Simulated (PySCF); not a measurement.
# C5H8 (Ethenylcyclopropane): the cost of one run

Programs: PySCF 2.14.0, with density-fitted response routines of our own. Each step states its level of theory. These are calculated values for one molecule in the gas phase, unless marked as measured. Atoms are numbered from 0 throughout.

## 1. Starting geometry

13 atoms, charge 0, multiplicity 1; geometry from: MMFF94s.

Bonds of the start (Å): C0–C1 1.34, C1–C2 1.46, C2–C3 1.51, C3–C4 1.50, C4–C2 1.51, C0–H5 1.08, C0–H6 1.09, C1–H7 1.09, C2–H8 1.09, C3–H9 1.08, C3–H10 1.08, C4–H11 1.08, C4–H12 1.08.

## 2. Geometry optimisation at PBE0-D3(BJ)/def2-SVP

Job settings and geometry (Å):

```
{"job": {"xc": "PBE0", "basis": "def2-SVP", "d3": "d3bj", "grid": 1, "kind": "geom"}, "charge": 0, "multiplicity": 1}
C      1.836788    -0.336607     1.025998
C      1.154989     0.182818    -0.002959
C     -0.103748    -0.337008    -0.540540
C     -1.181290     0.640109    -0.931633
C     -1.357101    -0.218749     0.286388
H      2.769149     0.107724     1.358130
H      1.475012    -1.212366     1.555077
H      1.571030     1.058016    -0.499641
H      0.002987    -1.223843    -1.158571
H     -1.013563     1.700453    -0.780258
H     -1.779187     0.409392    -1.806037
H     -1.302916     0.261992     1.256760
H     -2.072151    -1.031932     0.237287
```

Command:

```console
> OMP_NUM_THREADS=1 python probes_run.py task.json out
```

One launch serves the whole session: the jobs run in the order shown.

**Question.** How long does this first job take on 1 thread of Arm Neoverse V2, shared host, and how much memory does it need?

About 46 s, with a peak of 0.46 GiB.
